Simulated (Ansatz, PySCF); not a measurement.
Gas-phase enthalpy of formation at 298 K, by the atomisation route, of Cl (HCl) (SMILES; HCl, chlorane). Structures are relaxed separately at B3LYP-D3(BJ)/def2-TZVP in Ansatz (a quantum-chemistry and plane-wave program). Valence correlation only, unless marked. UHF or UKS for open shells. Spin-orbit coupling is left out. Non-relativistic. CBS(X,Y): correlation extrapolated as X^-3; Hartree-Fock from the larger set (for Q and 5 zeta extrapolated as (X+1)exp(-9√X)). Thermal terms are rigid-rotor harmonic-oscillator values from B3LYP-D3(BJ) frequencies (PySCF) at 298.15 K and 1 atm. 1 Eh = 627.5095 kcal/mol.

| species | count | E, CCSD(T)/CBS(cc-pV(Q+d)Z,cc-pV(5+d)Z) (Ansatz) (Eh) | E, PBE/def2-TZVPD (Ansatz) (Eh) | measured ΔHf at 0 K (kcal/mol) | H(298) - H(0) of the element (kcal/mol) |
|---|---|---|---|---|---|
| Cl (HCl) | 1 | -460.37772 | -460.62833 | - | - |
| Cl atom | 1 | -459.70650 | -459.95933 | 28.59 | 1.10 |
| H atom | 1 | -0.50000 | -0.49962 | 51.63 | 1.01 |

Molecule: zero-point energy 4.20, H(298) - H(0) 2.07 kcal/mol. The route leaves out scalar relativity and anharmonic zero-point terms, the atoms' spin-orbit terms, and in the frozen-core level the core correlation. Atomic data: G2/97 table in ASE.

Work out De, D0 and ΔHf at 0 and 298 K at both levels, and their errors against the measured value.


The atoms' values sum to 80.22 (0 K) and 2.11 (thermal), in kcal/mol.
- CCSD(T)/CBS(cc-pV(Q+d)Z,cc-pV(5+d)Z): De = 107.44; D0 = 107.44 - 4.20 = 103.24; ΔHf(0 K) = 80.22 - 103.24 = -23.02; ΔHf(298 K) = -23.02 + 2.07 - 2.11 = -23.06; error -1.1.
- PBE/def2-TZVPD: De = 106.29; D0 = 106.29 - 4.20 = 102.09; ΔHf(0 K) = 80.22 - 102.09 = -21.87; ΔHf(298 K) = -21.87 + 2.07 - 2.11 = -21.91; error +0.1.
Measured: -22.0 kcal/mol (Active Thermochemical Tables 1.112 (ions: stationary electron), as tabulated in the package chemicals).
